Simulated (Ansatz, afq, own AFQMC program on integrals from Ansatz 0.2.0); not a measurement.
Two steps: Ansatz 0.2.0 writes the Fock matrix and Cholesky factors of the valence space, and afq projects on them the lowest state that overlaps trial and start.

```yaml
crystal:
  periodic: [false, false, false]
  atoms:
    - {symbol: Si, position_ang: [0.042197, -0.071483, 0.000164]}
    - {symbol: H, position_ang: [1.514140, -0.057255, 0.000068]}
    - {symbol: H, position_ang: [-2.008475, 3.402396, -0.007797]}
    - {symbol: H, position_ang: [-0.681453, -1.353333, 0.003165]}
basis:
  gaussian: {orbitals: cc-pVDZ}
total_charge: 1
magnetization: {spin_polarized: true, initial_magnetization: 0}
correlation: {method: ccsd_t, electrons: outside_noble_gas, hamiltonian_folder: ham}
```

```sh
$ ansatz run in.yaml --threads 1 --pin off --events-out ev --progress --plain --max-ram 24576MiB --backend cuda --devices 0, --max-vram 18GiB
```

Options of the walk:

```
--method phaseless --trial cid --walkers 40 --populations 1 --least-time 40 --time-step 0.01 --steps-per-block 5 --equilibration-blocks 200 --max-blocks 400 --target-error 0.00116 --factor-cut 1e-05 --start determinant --seed 6214 --release-times 0.5,1,2 --release-step 0.05 --release-every 20 --taylor-order 6
```

Times are imaginary, in 1/Eh. The walk had a cap of 60 s.

Output of the walk:

```
orbitals 28  electrons 3 3  factors 181 of 315
reference energy -290.22774891 Eh
CCSD correlation -0.08222388 Eh in 15 cycles, weight of the determinant in the CISD state 0.9452
energy of the start -290.309963 Eh
 block  time / (1/Eh)  mean weight  energy / Eh
     1     0.050  1.0029  -290.309846
     2     0.100  1.0030  -290.309608
     3     0.150  0.9990  -290.309632
     4     0.200  0.9970  -290.309390
     5     0.250  0.9999  -290.309058
     8     0.400  1.0011  -290.309041
    16     0.800  0.9993  -290.310019
    61     3.050  1.0026  -290.311879
   106     5.300  0.9997  -290.312560
   151     7.550  0.9975  -290.311838
   196     9.800  1.0035  -290.311899
   241    12.050  1.0011  -290.311924
   286    14.300  1.0029  -290.312633
   316    15.800  1.0027  -290.308998
   331    16.550  0.9972  -290.310770
   376    18.800  0.9982  -290.315132
   421    21.050  1.0029  -290.313096
   466    23.300  0.9982  -290.313070
   511    25.550  1.0035  -290.315104
   556    27.800  1.0026  -290.316411
   586    29.300  0.9968  -290.313768
blocks merged  error / Eh  count
     1  0.000097  400
     2  0.000133  200
     4  0.000179  100
     8  0.000239  50
    16  0.000309  25
    32  0.000324  12
released: time / (1/Eh)  energy / Eh  error  mean overlap
  0.50  -290.311818  0.000635  1.0026
  1.00  -290.312506  0.000480  1.0305
  2.00  -290.313177  0.000459  1.0594
energy -290.312728 +/- 0.000309 Eh
(rows thinned)
```

The run failed at least one of its tests; the cautions name the faults. The second half of the sampling lies below the first by 2.1 errors of their difference, so the energy may still be moving and its error bar be too small.

Against this walk (error 8.4 meV) on the same determinant: CCSD(T) 37.9 meV higher, CCSDT(Q) 16.4 meV higher (within the noise), CCSDTQ 10.2 meV higher (within the noise), full CI 10.1 meV higher (within the noise), a separate phaseless walk with a CISD trial and standard settings 14.6 ± 8.5 meV higher (within the noise). The error is statistical and leaves out the bias of the constraint. The determinant has ⟨S²⟩ = 1.00, so the low cluster orders mix in higher spin, and so can this walk. The released energies are still falling (meV from the phaseless value at times in 1/Eh: 25 ± 17 at 0.50, 6 ± 13 at 1.00, -12 ± 12 at 2.00), so they give no level. The determinant is a poor start (see the cautions), so the low cluster orders aren't to be relied on, and full CI is the sure value.

Cautions: constraint bias not in the error; error not settled; unrestricted determinant spin contaminated (⟨S²⟩ 1.00 against 0.00); the CCSDTQ amplitudes may be one of several solutions (largest double 0.78); the next higher spin lies close (full CI puts it 29 meV above); the sampling time fell short of the least asked; the time-step error isn't removed.

The walk took 20 s on 1 × NVIDIA H100 80GB HBM3 with 2 threads of AMD EPYC 7R13 Processor (Zen 3), on a shared host (the card was shared). The log's last line is the phaseless energy.

CCSDT and higher add their correlation energy to the determinant of the CCSD(T) run, since their own runs factorise the integrals more tightly (a shift of under 2 meV). A walk keeps the symmetry of its determinant, which the program's search chose and which needn't be the lowest solution, so a lower state of the same spin and another symmetry isn't excluded.
